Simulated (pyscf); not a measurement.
**Four-centre exchange: HO–Si(OH)(F)–F + hydrogen (H₂) -> HO–Si(OH)(F)–F + hydrogen (H₂)**

Gas phase, singlet surface, charge 0. Bonds broken: O1–H6, H8–H9. Bonds formed: O1–H8, H6–H9. Single points on ωB97X-D3(BJ)/def2-SVP structures (PySCF, gas phase).

Transition state (Å):

```xyz
9

O      0.3111     1.4228     0.7332
Si    -0.4361     0.5030    -0.3829
O     -1.3103    -0.6645     0.3656
F     -1.3965     1.4007    -1.3134
F      0.6240    -0.1692    -1.3913
H     -0.1471     1.7905     1.9389
H     -1.7912    -1.2988    -0.1753
H      0.5871     1.1037     2.0071
H      0.1774     1.4892     2.8509
```

One imaginary mode, 2683i cm⁻¹; descent along it reached the two sides named.

| bond | change | reactant side (Å) | saddle | product side |
|---|---|---|---|---|
| O1–H6 | breaks | 0.963 | 1.341 | 2.9 |
| H8–H9 | breaks | 0.761 | 1.014 | 2.044 |
| O1–H8 | forms | 3.0 | 1.342 | 0.963 |
| H6–H9 | forms | 2.306 | 1.014 | 0.760 |

Electronic energies relative to the separated reactants (kcal/mol):

```tsv
level	barrier	reaction energy	reverse barrier
ωB97X-D3(BJ)/def2-TZVP	68.6	0.0	68.6
PBE/def2-TZVP	59.0	0.0	59.0
r²SCAN/def2-TZVP	64.0	0.0	64.0
B3LYP-D3(BJ)/def2-TZVP	65.7	0.0	65.7
PBE0-D3(BJ)/def2-TZVP	64.2	0.0	64.2
M06-2X/def2-TZVP	70.6	0.0	70.6
ωB97M-D3(BJ)/def2-TZVP	67.4	0.0	67.4
HF/def2-TZVP	88.7	0.0	88.7
```

With ωB97M-D3(BJ)/def2-TZVP energies and thermal terms (ideal gas, 1 atm, RRHO with modes under 100 cm⁻¹ raised to 100, one conformer, R ln 2 for chiral ones without a mode under 150 cm⁻¹), in kcal/mol:

```csv
T (K),ΔH‡,ΔG‡,ΔH,ΔG
298,66.8,74.9,0.0,0.0
600,65.9,83.5,0.0,0.0
900,65.7,92.4,0.0,0.0
1200,65.9,101.3,0.0,0.0
```

The same reactants have a lower exit, to H₂O + HO–SiH(F)–F (barrier +52.3 kcal/mol at ωB97M-D3(BJ)/def2-TZVP, against +67.4 kcal/mol here). This is the saddle that the search found; another between the same sides may lie lower.
